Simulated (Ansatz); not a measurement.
A made-up structure of SiH₃SO (charge +1), singlet:

```xyz
6
angstrom
Si -0.0231 -0.5361 1.3572
O -0.1592 -1.2446 -0.1601
S -0.3246 0.3570 -0.6108
H -1.5939 0.8014 -0.8135
H 0.7836 0.9435 -1.1374
H 1.3884 -0.3970 1.4252
```

It is relaxed with PBE-D4/def2-SVP and then PBE0-D4/def2-TZVP (Ansatz 0.2.0). Atoms count as bonded within 1.22 times the sum of their covalent radii (H–H: 0.88 Å). The end point is not checked to be a true minimum.

Problem. Does its bonding change? (Judge from chemistry; the calculation decides.)

Solution. Computed: Yes. Formed: none; broken: Si1–S3.

Where it ends: The first stage lowers the energy by 2.67 eV in 13 steps. It ends as SiH₃SO ([SiH][O][SH2]), total charge +1:
```json
{"atom": "Si1", "x (Å)": "0.4228", "y (Å)": "-1.4515", "z (Å)": "1.4707"}
{"atom": "O2", "x (Å)": "-0.2193", "y (Å)": "-0.7472", "z (Å)": "-0.0227"}
{"atom": "S3", "x (Å)": "-0.1246", "y (Å)": "0.7425", "z (Å)": "-0.5296"}
{"atom": "H4", "x (Å)": "-1.3884", "y (Å)": "0.9373", "z (Å)": "-0.9958"}
{"atom": "H5", "x (Å)": "0.3604", "y (Å)": "0.5632", "z (Å)": "-1.7887"}
{"atom": "H6", "x (Å)": "1.0203", "y (Å)": "-0.1201", "z (Å)": "1.9268"}
```

Labels in which every atom is bracketed show which atoms are joined, not bond orders.

For scale, one of the runs: PBE0-D4/def2-TZVP relaxation, 123 basis functions, launched by `ansatz run in.yaml --threads 2 --pin off --events-out ev --progress --plain --max-ram 4352MiB`. The run took about 19 s on 2 CPU threads of an Arm Neoverse V2 (shared host).
